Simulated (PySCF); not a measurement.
**Assignment exercise: C$_{5}$H$_{8}$**

Molfile (atoms numbered from 1):
```
C5H8
     RDKit          3D

 13 12  0  0  0  0  0  0  0  0999 V2000
    2.2105   -1.1387   -0.4458 C   0  0  0  0  0  0  0  0  0  0  0  0
    1.2090   -0.5964   -0.0329 C   0  0  0  0  0  0  0  0  0  0  0  0
   -0.0107    0.0593    0.4414 C   0  0  0  0  0  0  0  0  0  0  0  0
   -1.2458   -0.7920    0.1369 C   0  0  0  0  0  0  0  0  0  0  0  0
   -0.1374    1.4704   -0.1381 C   0  0  0  0  0  0  0  0  0  0  0  0
    3.0994   -1.6197   -0.8087 H   0  0  0  0  0  0  0  0  0  0  0  0
    0.0787    0.1490    1.5397 H   0  0  0  0  0  0  0  0  0  0  0  0
   -1.1577   -1.7951    0.5779 H   0  0  0  0  0  0  0  0  0  0  0  0
   -1.3767   -0.9091   -0.9498 H   0  0  0  0  0  0  0  0  0  0  0  0
   -2.1499   -0.3126    0.5423 H   0  0  0  0  0  0  0  0  0  0  0  0
   -0.2316    1.4317   -1.2342 H   0  0  0  0  0  0  0  0  0  0  0  0
    0.7428    2.0825    0.1050 H   0  0  0  0  0  0  0  0  0  0  0  0
   -1.0306    1.9707    0.2662 H   0  0  0  0  0  0  0  0  0  0  0  0
  1  2  3  0
  2  3  1  0
  3  4  1  0
  3  5  1  0
  1  6  1  0
  3  7  1  0
  4  8  1  0
  4  9  1  0
  4 10  1  0
  5 11  1  0
  5 12  1  0
  5 13  1  0
M  END
```

Non-relativistic, in vacuum, one averaged value for each set of equivalent atoms, a single conformation. Spin–spin couplings from B3LYP/pcJ-1 (without the spin–dipole term); shielding tensors at PBE0/pcSseg-1 (GIAO); PBE0-D3(BJ)/def2-SVP geometry; PySCF.

References, each an isolated molecule treated in the same way: 13C (σref 184.41), 1H (σref 31.27) vs TMS.

(1) Assign these signals to the numbered atoms. 13C{1H} NMR (computed): δ 92.7, 74.0, 24.6, 22.5.

(2) Assign these signals to the numbered atoms. 1H NMR (400 MHz, computed): δ 2.39 (sept of d, J = 7.7, 3.7 Hz, 1H), 1.88 (d, J = 3.7 Hz, 1H), 1.14 (d, J = 7.7 Hz, 6H).

## Answers

(1) 
92.7 → C2, alkyne carbon: sp carbons lie upfield of alkene carbons because the cylindrical π system leaves one tensor component strongly shielded
74.0 → C1, terminal alkyne carbon: the triple bond shields along its axis, which puts it between sp3 and sp2 carbons
24.6 → C4/C5, methyl carbon: saturated and bonded to C and H only
22.5 → C3, propargylic sp3 CH: saturated and bonded to C and H only

(2) 
| δ (ppm) | atoms | environment | reason |
| --- | --- | --- | --- |
| 2.39 | H7 | hydrogen on a propargylic sp3 CH | – |
| 1.88 | H6 | hydrogen on a terminal alkyne carbon | it lies on the axis of the triple bond, in its shielding cone |
| 1.14 | H8/H9/H10/H11/H12/H13 | hydrogen on a methyl carbon | – |

Splittings below 1 Hz are ignored in the labels, and close J values are merged. Unscaled 3J(H,H) at this level run about 10 % above measured values. Shifts are as computed. Against solution values, carbons near 30 ppm lie about +2 ppm off and those near 130 ppm about +5 ppm. Of 1211 compounds with measured shifts, 218 miss one by over three times the rms of a fit or turn the order of signals round; such compounds aren't used in these exercises.
